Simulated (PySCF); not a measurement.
Problem. What does the PBE0-D3(BJ)/def2-SVP structure of `FP(P(F)F)F` look like in three dimensions?

Solution. 
```
atom  x, y, z in Å
F1    -1.2392   -0.9777   -1.2851
P2    -0.4832   -1.0245    0.1423
F3    -1.6778   -0.4622    1.0728
P4     0.4869    1.0139   -0.1409
F5     1.2808    0.9761    1.2645
F6     1.6558    0.4444   -1.0992
```

Any rigid rotation of these coordinates is as good. Atoms count from 1 in this order. All 4 F–P bonds measure 1.615 to 1.616 Å. P2 (three-coordinate phosphorus) is pyramidal (angles 98.8°, 94.3° and 93.6°, sum 286.7°, 0.91 Å off the plane of its three neighbours).

Bonds between heavy atoms (Å): F1–P2 1.616, P2–F3 1.615, P2–P4 2.275, P4–F5 1.615, P4–F6 1.615.

Level of theory: PBE0-D3(BJ)/def2-SVP geometry optimisation, gas phase in PySCF 2.14.0.

PBE0-D3(BJ)/def2-SVP frequencies: not computed here. The numbers are those of one conformer (F1–P2–P4–F5 -179°).
